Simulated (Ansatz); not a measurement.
Species, as SMILES: N#[N+][O-].
Atoms: N1, N2, O3. Bonds: N1-N2, N2-O3.

Basis-set convergence of the optimised N1-N2 bond length at PBE0 with Ansatz (an electronic-structure program). All functions are spherical. The program fits the integrals of some runs and decomposes those of others, by size. No added dispersion term, no relativity. Reference: the value in def2-QZVPPD, 1.1173 Å, itself unsure by roughly 0.0002 Å (its mean distance from pcseg-3, def2-QZVPP, cc-pVQZ).

```
basis            functions  optimised N1-N2 bond length (Å)
---------------  ---------  -------------------------------
STO-3G                  15                                ?
pcseg-0                 27                                ?
aug-cc-pVDZ             69                                ?
aug-pcseg-1             69                                ?
6-311++G(2d,2p)         81                           1.1187
pcseg-2                 90                           1.1180
cc-pVQZ                165                           1.1176
pcseg-3                180                           1.1172
def2-QZVPPD            192                           1.1173
```

Fill in the missing entries.


- STO-3G, optimised N1-N2 bond length (Å): 1.2110
- pcseg-0, optimised N1-N2 bond length (Å): 1.1449
- aug-cc-pVDZ, optimised N1-N2 bond length (Å): 1.1292
- aug-pcseg-1, optimised N1-N2 bond length (Å): 1.1256
